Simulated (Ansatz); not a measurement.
# C4H4F2: the cost of one run

Program: Ansatz 0.2.0, Gaussian basis. Level of theory: the settings change from run to run. These are calculated values, not measurements.

## (1) The relaxed structure

The structure was relaxed beforehand with PBE0-D4 in a triple-zeta def2 set.

SMILES `F/C=C/C=C/F`, 10 atoms, charge 0, spin multiplicity 1.

Atoms are counted from 1 here; the program's logs count them from 0.

Bond lengths: F1–C2 1.335 Å, C2–C3 1.327 Å, C2–H7 1.084 Å, C3–C4 1.443 Å, C3–H8 1.086 Å, C4–C5 1.327 Å, C4–H9 1.086 Å, C5–F6 1.335 Å, C5–H10 1.084 Å. Angles: F1–C2–C3 121.7°, F1–C2–H7 112.6°, C3–C2–H7 125.7°, C2–C3–C4 122.6°, C2–C3–H8 118.4°, C4–C3–H8 119.0°, C3–C4–C5 122.6°, C3–C4–H9 119.0°, C5–C4–H9 118.4°, C4–C5–F6 121.7°, C4–C5–H10 125.7°, F6–C5–H10 112.6°.

## (2) wB97X-V/def2-SVPD

This run has multiplicity 3, restricted open-shell orbitals, a grid of angular degree 47.

Input file in.yaml:

```yaml
crystal:
  periodic: [false, false, false]
  atoms:
    - {symbol: F, position_ang: [0.113370, -2.969265, -0.284147]}
    - {symbol: C, position_ang: [0.321662, -1.776052, 0.276580]}
    - {symbol: C, position_ang: [-0.098764, -0.654811, -0.294184]}
    - {symbol: C, position_ang: [0.115610, 0.644576, 0.294607]}
    - {symbol: C, position_ang: [-0.305148, 1.765813, -0.275918]}
    - {symbol: F, position_ang: [-0.097009, 2.958973, 0.284980]}
    - {symbol: H, position_ang: [0.856051, -1.844688, 1.217671]}
    - {symbol: H, position_ang: [-0.624415, -0.723655, -1.241808]}
    - {symbol: H, position_ang: [0.641509, 0.713421, 1.242094]}
    - {symbol: H, position_ang: [-0.839766, 1.834488, -1.216875]}
basis:
  gaussian: {orbitals: def2-SVPD, final_grid: {core_spheres: 20, valence_spheres: 16, degree: 47}}
magnetization: {spin_polarized: false, initial_magnetization: 2}
hamiltonian: {xc: {name: wB97X-V}}
output: {forces: true}
```

On the command line:

```bash
ansatz run in.yaml --threads 4 --pin off --events-out ev --progress --plain --max-ram 10444MiB
```

What time and memory should one allow on 4 threads of Intel Xeon 6975P-C, shared host?

About 6 s, with a peak of 0.71 GiB.
